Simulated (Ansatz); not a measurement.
The input, for Ansatz 0.2.0:

```yaml
crystal:
  periodic: [false, false, false]
  atoms:
    - {symbol: P, position_ang: [0.000000, -0.134725, -0.076139]}
    - {symbol: H, position_ang: [0.000000, 0.860670, -1.101695]}
    - {symbol: H, position_ang: [0.000000, 3.279395, 3.441444]}
basis:
  gaussian: {orbitals: cc-pVDZ}
total_charge: 1
magnetization: {spin_polarized: false}
correlation: {method: ccsdtq, electrons: outside_noble_gas}
```

```sh
$ ansatz run in.yaml --threads 1 --pin off --events-out ev --progress --plain --max-ram 2393MiB
```

Log:

```
456 factors; integrals over basis functions are off by at most 1.2e-7 eV
mean field evaluation 1: about -9284.5264 eV, gradient 1.1e1 eV
mean field evaluation 2: about -9284.5275 eV, gradient 1.1e1 eV
mean field evaluation 4: about -9285.1887 eV, gradient 5.4e0 eV
mean field evaluation 8: about -9285.8971 eV, gradient 8.3e0 eV
mean field evaluation 16: about -9286.3766 eV, gradient 2.6e-6 eV
mean field evaluation 32: about -9286.3766 eV, gradient 3.7e-4 eV
mean field evaluation 64: about -9284.7308 eV, gradient 5.0e-1 eV
mean field -9286.37656197 eV, -341.2680441203 hartree, gradient 2.6e-6 eV, S^2 0.000000; 5 other end points of the search recorded, 0 dependent functions left out; unrestricted orbitals would lower it
mean field evaluation 96: about -9290.7540 eV, gradient 1.5e0 eV
mean field evaluation 128: about -9290.7843 eV, gradient 5.1e-1 eV
mean field evaluation 160: about -9290.7870 eV, gradient 4.8e-3 eV
determinant -9286.37656197 eV, -341.2680441203 hartree, with singles and doubles -9291.86934765 eV, -341.4699002711 hartree
determinant -9284.70366778 eV, -341.2065663926 hartree, with no singles and doubles
...
unrestricted determinant -9290.78713498 eV, -341.4301296888 hartree, S^2 1.0126
5 core orbitals not correlated: weight in the atoms' cores, before any rotation towards them, 1.000 or more for the frozen orbitals, at most 0.000 for the correlated occupied ones
reference -9286.37656197 eV, -341.2680441203 hartree; 3, 3 occupied and 20, 20 virtual orbitals, 456 factors
second order -5.33152094 eV of doubles, -0.00000000 eV of singles
...
cycle  25  -7.10309686 eV  change    1.6e-6 eV  update   8.0e-6
cycle  26  -7.10309813 eV  change   -1.3e-6 eV  update   5.0e-6
cycle  27  -7.10310017 eV  change   -2.0e-6 eV  update   3.3e-6
cycle  28  -7.10310284 eV  change   -2.7e-6 eV  update   2.2e-6
cycle  29  -7.10310668 eV  change   -3.8e-6 eV  update   1.4e-6
cycle  30  -7.10310716 eV  change   -4.8e-7 eV  update   7.3e-7
cycle  31  -7.10310688 eV  change    2.8e-7 eV  update   4.2e-7
cycle  32  -7.10310664 eV  change    2.5e-7 eV  update   2.7e-7
cycle  33  -7.10310634 eV  change    2.9e-7 eV  update   1.4e-7
cycle  34  -7.10310624 eV  change    1.0e-7 eV  update   8.1e-8
WARN: these amplitudes may be one of several solutions (largest doubles amplitude 1.23, level shift 9.11 eV)
Total energy: -9293.47966821 eV, -341.5290784600 hartree
```

The T1 diagnostic is 0.213, too large for the energy to be relied on.

For the same geometry and basis full CI lies 0.1 meV lower. By full CI's occupations no single determinant describes the state well. The program flagged this run's energy as in doubt. RHF is unstable: UHF (⟨S²⟩ = 1.01) lies 4.41 eV below the lowest RHF solution. Higher spins weren't run at this geometry and may lie near or lower.

Ran on 1 thread of Arm Neoverse V2, shared host: 11 s wall, 0.15 GiB peak host memory.
